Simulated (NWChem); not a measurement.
**SiH3F (SMILES F[SiH3]) at MP2/cc-pVDZ (frozen virtual 1)**

Aim: the vertical ionisation energy of SiH3F at MP2/cc-pVDZ (frozen virtual 1), from 2 runs. 

The calculation is run with NWChem 7.3.0.

## (1) The molecule

SiH3F has 5 atoms, charge 0, and is taken as a singlet. As SMILES, `F[SiH3]`. Geometry: relaxed at PBE0-D4/def2-TZVP.

Bond lengths: F1–Si2 1.600 Å, Si2–H3 1.482 Å, Si2–H4 1.482 Å, Si2–H5 1.482 Å. Angles: F1–Si2–H3 108.3°, F1–Si2–H4 108.3°, F1–Si2–H5 108.3°, H3–Si2–H4 110.6°, H3–Si2–H5 110.6°, H4–Si2–H5 110.6°.

## (2) The energy at MP2/cc-pVDZ (frozen virtual 1)

Contents of job.nw:

```
echo
start job
title "FH3Si"
memory 2200 mb
charge 0

geometry noautosym nocenter noautoz
  F     -1.274600     0.162800     0.858000
  Si     0.043300    -0.019300    -0.030700
  H     -0.367800    -0.192600    -1.443700
  H      0.768600    -1.217900     0.451600
  H      0.880500     1.193400     0.123400
end

basis spherical bse
  * library cc-pVDZ
end

scf
  thresh 1e-08
  maxiter 80
  noprint "final vectors analysis"
end

mp2
  freeze core 6 virtual 1
  tight
end

task mp2
```

Command:

```
$ nwchem job.nw > job.out
```

Output, cut to the lines that bear on the results:

```text
[...]
  functions       =    47
[...]
  wavefunction    = RHF
[...]
         Total SCF energy =   -390.161743864786
      One-electron energy =   -667.484990962360
      Two-electron energy =    214.280435306965
 Nuclear repulsion energy =     63.042811790608
        Time for solution =      5.7s
[...]
          Total MP2 energy          -390.436896818774
[...]
```

Wall time 7.5 s (1 thread of Intel Xeon 6975P-C (Granite Rapids), shared host); peak memory 0.1 GiB.

## (3) The doublet cation, same level

Contents of struct.nw:

```
start struct
title "FH3Si mp2"
memory total 2200 mb
charge 1

geometry noautosym nocenter noautoz
  F     -1.274600     0.162800     0.858000
  Si     0.043300    -0.019300    -0.030700
  H     -0.367800    -0.192600    -1.443700
  H      0.768600    -1.217900     0.451600
  H      0.880500     1.193400     0.123400
end

basis spherical bse
  * library cc-pVDZ
end

scf
  doublet
  uhf
  thresh 1e-08
  maxiter 80
  print low
end

mp2
  freeze core 6 virtual 1
  tight
end

task mp2 energy
```

Command:

```
$ nwchem struct.nw > struct.out
```

Output, cut to the lines that bear on the results:

```text
[...]
  functions       =    47
[...]
  wavefunction    = UHF
[...]
         Total SCF energy =   -389.709453345588
      One electron energy =   -659.874891430236
      Two electron energy =    207.122626294040
 Nuclear repulsion energy =     63.042811790608
                       Sz =      0.5000
                 Sz(Sz+1) =      0.7500
                      S^2 =      0.7717
[...]
          Total MP2 energy          -389.972730936809
[...]
```

Run time: 41 s. Hardware: 1 thread of Intel Xeon 6975P-C (Granite Rapids), shared host; peak memory 0.1 GiB.

## (4) Results

Level: MP2/cc-pVDZ (frozen virtual 1), 6 core orbitals frozen.

| quantity | value |
| --- | --- |
| singlet SiH3F: total energy | -390.43690 Eh |
| singlet SiH3F: correlation energy (6 core orbitals frozen) | -275.2 mEh |
| doublet cation: total energy | -389.97273 Eh |
| doublet cation: correlation energy (6 core orbitals frozen) | -263.3 mEh |
| doublet cation: ⟨S²⟩ of the reference determinant | 0.772 |
| vertical ionisation energy (to the doublet cation) | 12.631 eV |

The vertical ionisation energy comes to 12.63 eV (1219 kJ/mol).
